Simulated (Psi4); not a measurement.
# NO2F (nitryl fluoride) at CCD/jun-cc-pVDZ (Cholesky decomposition, Cholesky for correlation)

What is the energy difference between two shapes of NO2F (nitryl fluoride) at CCD/jun-cc-pVDZ (Cholesky decomposition, Cholesky for correlation)? 

The results are computed with Psi4 1.11.

3 further runs of the same task are left out: 3 set aside as unsound or not needed.

## (1) Starting point

NO2F has 4 atoms, charge 0, and is taken as a singlet. SMILES: `O=[N+]([O-])F`. Geometry: relaxed at GFN2-xTB.

Bond lengths: O1–N2 1.145 Å, N2–O3 1.145 Å. Angles: O1–N2–O3 140.2°. A long bond or contact: N2–F4 1.545 Å.

## (2) The energy at CCD/jun-cc-pVDZ (Cholesky decomposition, Cholesky for correlation)

Contents of calc.dat:

```
memory 1.6 GB

molecule {
  0 1
  O      0.188740     0.465950     1.115660
  N      0.109710    -0.098240     0.122020
  O      0.475520    -1.064170    -0.373030
  F     -0.773970     0.696460    -0.864650
}

set {
  basis jun-cc-pVDZ
  reference rhf
  freeze_core true
  cc_type cd
  scf_type cd
}

energy_value, wavefunction = energy('ccd', return_wfn=True)
print_variables()
```

On the command line:

```console
$ psi4 calc.dat calc.out -n 1
```

calc.out:

```text
[...]
  Running in c1 symmetry.
[...]
  Nuclear repulsion =  123.467880182532227
[...]
  Multiplicity = 1
[...]
  Nalpha       = 16
  Nbeta        = 16
[...]
    Number of basis functions: 72
[...]
   @RHF iter   1:  -303.24594271274049   -2.75187e-01   1.00939e-02 ADIIS/DIIS
[...]
   @RHF iter  13:  -303.44017646057006   -2.33058e-12   5.30609e-09 DIIS
[...]
    Orbital Energies [Eh]
    ---------------------
    Doubly Occupied:
       1A    -26.350353     2A    -20.721375     3A    -20.721312
       4A    -16.008273     5A     -1.787339     6A     -1.590184
       7A     -1.586972     8A     -0.970953     9A     -0.883068
      10A     -0.863562    11A     -0.844205    12A     -0.691980
      13A     -0.666050    14A     -0.586190    15A     -0.576847
      16A     -0.566010
[...]
  @RHF Final Energy:  -303.44017646057006
   => Energetics <=
    Nuclear Repulsion Energy =            123.4678801825322267
    One-Electron Energy =                -662.9867667260067492
    Two-Electron Energy =                 236.0787100829044789
    Total Energy =                       -303.4401764605700578
[...]
 Multipole Moments:
 ------------------------------------------------------------------------------------
     Multipole            Electronic (a.u.)      Nuclear  (a.u.)        Total (a.u.)
 ------------------------------------------------------------------------------------
 L = 1.  Multiply by 2.5417464519 to convert [e a0] to [Debye]
 Dipole X            :         -0.4201604            0.6963496            0.2761892
 Dipole Y            :          0.3787984           -0.6266305           -0.2478321
 Dipole Z            :         -0.4702435            0.7779552            0.3077117
 Magnitude           :                                                    0.4820661
[...]
	CD-MP2 Total Energy (a.u.)         :  -304.21169405827919
[...]
```

It took 3.6 s on 1 thread of AMD EPYC 9R45 (Zen 5), shared host; peak memory 0.25 GiB.

## (3) The distorted shape, same level

Contents of run.py:

```python
import psi4

psi4.set_memory(1600000000)
psi4.set_num_threads(1)
psi4.core.set_output_file('output.dat', False)

mol = psi4.geometry("""
0 1
O      0.216152     0.429092     1.127222
N      0.139680    -0.172106     0.149271
O      0.461410    -1.063944    -0.389217
F     -0.791498     0.641893    -0.937182
""")

options = {'basis': 'jun-cc-pVDZ', 'reference': 'rhf', 'freeze_core': True, 'cc_type': 'cd', 'scf_type': 'cd'}
psi4.set_options(options)

result = psi4.energy("ccd")
print('E =', round(result, 9))
for k, v in sorted(psi4.core.scalar_variables().items()):
    print(f'{k:45s} {v:18.10f}')
```

On the command line:

```console
$ python run.py
```

output.dat:

```text
[...]
  Running in c1 symmetry.
[...]
  Nuclear repulsion =  122.938770876745110
[...]
  Multiplicity = 1
[...]
  Nalpha       = 16
  Nbeta        = 16
[...]
    Number of basis functions: 72
[...]
   @RHF iter   1:  -303.23158567174414   -2.16673e-01   9.97788e-03 ADIIS/DIIS
[...]
   @RHF iter  14:  -303.42283928803789   -8.12861e-12   8.78654e-09 DIIS
[...]
    Orbital Energies [Eh]
    ---------------------
    Doubly Occupied:
       1A    -26.295014     2A    -20.757338     3A    -20.733452
       4A    -16.021166     5A     -1.824443     6A     -1.625701
       7A     -1.537934     8A     -0.971617     9A     -0.902199
      10A     -0.891539    11A     -0.866008    12A     -0.660361
      13A     -0.620389    14A     -0.591879    15A     -0.586566
      16A     -0.549692
[...]
  @RHF Final Energy:  -303.42283928803789
   => Energetics <=
    Nuclear Repulsion Energy =            122.9387708767451102
    One-Electron Energy =                -661.8526261913500548
    Two-Electron Energy =                 235.4910160265670243
    Total Energy =                       -303.4228392880378919
[...]
 Multipole Moments:
 ------------------------------------------------------------------------------------
     Multipole            Electronic (a.u.)      Nuclear  (a.u.)        Total (a.u.)
 ------------------------------------------------------------------------------------
 L = 1.  Multiply by 2.5417464519 to convert [e a0] to [Debye]
 Dipole X            :         -0.1384472            0.7171770            0.5787298
 Dipole Y            :         -0.0030056           -0.6134079           -0.6164135
 Dipole Z            :         -0.2835369            0.8308511            0.5473142
 Magnitude           :                                                    1.0071974
[...]
	CD-MP2 Total Energy (a.u.)         :  -304.19616857544258
[...]
```

The script printed:

```text
E = -304.165866105
CCD CORRELATION ENERGY                             -0.7430268168
CCD DOUBLES ENERGY                                 -0.7430268168
CCD SINGLES ENERGY                                  0.0000000000
CCD TOTAL ENERGY                                 -304.1658661048
CURRENT CORRELATION ENERGY                         -0.7430268168
CURRENT ENERGY                                   -304.1658661048
CURRENT REFERENCE ENERGY                         -303.4228392880
DD SOLVATION ENERGY                                 0.0000000000
HF KINETIC ENERGY                                 303.2409463898
HF POTENTIAL ENERGY                              -606.6637856779
HF TOTAL ENERGY                                  -303.4228392880
HF VIRIAL RATIO                                     2.0005998296
MP2 CORRELATION ENERGY                             -0.7733292874
MP2 DOUBLES ENERGY                                 -0.7733292874
MP2 SINGLES ENERGY                                  0.0000000000
MP2 TOTAL ENERGY                                 -304.1961685754
NAUX (SCF)                                        311.0000000000
NUCLEAR REPULSION ENERGY                          122.9387708767
ONE-ELECTRON ENERGY                              -661.8526261914
PCM POLARIZATION ENERGY                             0.0000000000
PE ENERGY                                           0.0000000000
SCF ITERATION ENERGY                             -303.4228392880
SCF ITERATIONS                                     14.0000000000
SCF TOTAL ENERGY                                 -303.4228392880
SCS(N)-MP2 CORRELATION ENERGY                     303.4228392880
SCS(N)-MP2 TOTAL ENERGY                             0.0000000000
SCS-MP2 CORRELATION ENERGY                        303.4228392880
SCS-MP2 TOTAL ENERGY                                0.0000000000
SOS-MP2 CORRELATION ENERGY                        303.4228392880
SOS-MP2 TOTAL ENERGY                                0.0000000000
TWO-ELECTRON ENERGY                               235.4910160266
```

Wall time 3.3 s (1 thread of AMD EPYC 9R45 (Zen 5), shared host); peak memory 0.25 GiB.

## (4) Summary of results

Level: CCD/jun-cc-pVDZ (Cholesky decomposition, Cholesky for correlation), 4 core orbitals frozen.

```
                                                    quantity          value
                                   first shape: total energy  -304.18420 Eh
            first shape: HOMO energy (Hartree–Fock orbitals)      -15.40 eV
            first shape: LUMO energy (Hartree–Fock orbitals)        1.59 eV
          first shape: HOMO–LUMO gap (Hartree–Fock orbitals)       16.99 eV
    first shape: correlation energy (4 core orbitals frozen)     -744.0 mEh
                               distorted shape: total energy  -304.16587 Eh
        distorted shape: HOMO energy (Hartree–Fock orbitals)      -14.96 eV
        distorted shape: LUMO energy (Hartree–Fock orbitals)        1.40 eV
      distorted shape: HOMO–LUMO gap (Hartree–Fock orbitals)       16.36 eV
distorted shape: correlation energy (4 core orbitals frozen)     -743.0 mEh
                      energy change with the atoms displaced       0.499 eV
```

In words: With the atoms displaced the energy rises by 0.50 eV (48.1 kJ/mol). The first shape isn't relaxed at this level, so the change isn't measured from a minimum.
